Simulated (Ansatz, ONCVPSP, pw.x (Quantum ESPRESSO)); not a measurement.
# From atom to crystal: ONCV potential for technetium

technetium, optimised norm-conserving Vanderbilt (ONCV), made with ONCVPSP 4.0.1.1 (patched build) (PBEsol, scalar-relativistic). Core [Kr], reference 4d5 5s1.5 (charge +0.5). Waves: 5s: rc 2.90 bohr, ncon 4, nbas 7, qcut 1.9 1/bohr, 2 projectors, debl 0.8 Ha; p scattering state at 0.19 Ha: rc 2.65 bohr, ncon 4, nbas 9, qcut 3.1 1/bohr, 2 projectors, debl 2.1 Ha; 4d: rc 2.40 bohr, ncon 3, nbas 8, qcut 7.7 1/bohr, 2 projectors, debl 3.5 Ha. Local part: polynomial inside 1.70 bohr (lpopt 4, dvloc0 4 Ha). Core correction: Teter function, fcfact 5.25, rcfact 1.1.

In the p channel the program set the typed energies aside and used 0.050, 2.150 Ha.

Crystal test: fcc Tc in pw.x 7.5, no spin, 15³ k-points, Fermi–Dirac smearing 0.01 Ry, cutoffs 50/200 Ry. The reference is all-electron LAPW (Ansatz 0.2.0) with the same functional, mesh and smearing; V0 and B0 come from Birch–Murnaghan fits to the pressures at five volumes. Errors are pseudo minus all-electron; Δ is the rms difference of the E(V) curves that follow from these fits, minima aligned, over ±6 % about the mean V0. Mesh and smearing are coarse, so the numbers serve the comparison and aren't converged zero-temperature values; the lattice is a test structure that the element need not adopt.

All-electron: a0 = 3.833 Å (V0 = 14.08 Å³/atom), B0 = 322.9 GPa.

Question: How far does the potential miss the all-electron equation of state?

Answer: mean pressure error (GPa): -2.48; a0 (Å): 3.823; a0 error (%): -0.26; B0 error (%): -3.4; Δ (meV/atom): 7.9. The largest radius (2.90 bohr) exceeds half the bond length (2.56 bohr), so the spheres overlap, which is one possible source of error among others.

```json
{"V (Å³/atom)": "13.392", "P all-electron (GPa)": "18.14", "P pseudo (GPa)": "14.49"}
{"V (Å³/atom)": "13.745", "P all-electron (GPa)": "8.27", "P pseudo (GPa)": "5.31"}
{"V (Å³/atom)": "14.097", "P all-electron (GPa)": "-0.35", "P pseudo (GPa)": "-2.73"}
{"V (Å³/atom)": "14.449", "P all-electron (GPa)": "-7.86", "P pseudo (GPa)": "-9.76"}
{"V (Å³/atom)": "14.802", "P all-electron (GPa)": "-14.40", "P pseudo (GPa)": "-15.90"}
```

Question: At the middle volume, how do free energy and pressure move when the wave cutoff is lowered (ecutrho kept at four times it)?

Answer:

```json
{"cutoff (Ry)": "22", "shift of F (meV/atom)": "+3688.8", "shift of P (GPa)": "-141.79"}
{"cutoff (Ry)": "30", "shift of F (meV/atom)": "+422.4", "shift of P (GPa)": "-28.89"}
{"cutoff (Ry)": "40", "shift of F (meV/atom)": "+17.8", "shift of P (GPa)": "-1.99"}
```

The run at the middle volume (120 k-points, 7 iterations) took about 5.3 s on one core of a shared host (Intel(R) Xeon(R) 6975P-C, 192 threads, 756 GiB, load 80).
